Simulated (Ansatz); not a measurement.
BiSeBr (Pnma, No. 62; cell taken from a computed entry)

Method: PBE0 in Ansatz (PAW).

Numerical settings: plane-wave cutoff 460 eV, 4×6×2 k mesh (along the axes of the cell as run), Fermi–Dirac smearing 0.01 eV, scalar-relativistic PAW data made under PBE.

Cell (relaxed with PBEsol):

```cif
data_Bi4Br4Se4
_chemical_formula_sum 'Bi4 Se4 Br4'
_space_group_name_H-M_alt 'P 1'
_space_group_IT_number 1
_cell_length_a 8.02204
_cell_length_b 4.06814
_cell_length_c 10.86727
_cell_angle_alpha 90.000
_cell_angle_beta 90.000
_cell_angle_gamma 90.000
loop_
_space_group_symop_operation_xyz
  'x, y, z'
loop_
_atom_site_label
_atom_site_type_symbol
_atom_site_fract_x
_atom_site_fract_y
_atom_site_fract_z
_atom_site_occupancy
Bi1 Bi 0.86908 0.25000 0.13045 1
Bi2 Bi 0.13092 0.75000 0.86955 1
Bi3 Bi 0.63092 0.75000 0.63045 1
Bi4 Bi 0.36908 0.25000 0.36955 1
Se1 Se 0.30919 0.75000 0.54477 1
Se2 Se 0.69081 0.25000 0.45523 1
Se3 Se 0.19081 0.25000 0.04477 1
Se4 Se 0.80919 0.75000 0.95523 1
Br1 Br 0.03184 0.75000 0.30176 1
Br2 Br 0.96816 0.25000 0.69824 1
Br3 Br 0.46816 0.25000 0.80176 1
Br4 Br 0.53184 0.75000 0.19824 1
```

For BiSeBr (Pnma, No. 62; cell taken from a computed entry), the band gap is 2.93 eV, the smallest direct gap on the k points sampled is 2.99 eV and the direct gap at Γ is 3.12 eV.

Measured, for comparison: band gap 1.5 eV (temperature not stated, the source names no phase, not corrected to a static lattice, literature value quoted in the introduction; as tabulated in Shi et al. (2016), doi:10.1103/physrevb.93.104108).

Note: cell and atoms aren't relaxed at this level (largest force component 0.21 eV/Å, pressure 1.0 GPa); this cell isn't known to be the ambient phase, and symmetry holds it in the calculation.

Spin–orbit coupling is not included; with these elements it can move the gap by several tenths of an eV or more.

The result took about 50 core-minutes (a rough figure).

Ansatz is a program for electronic structure.
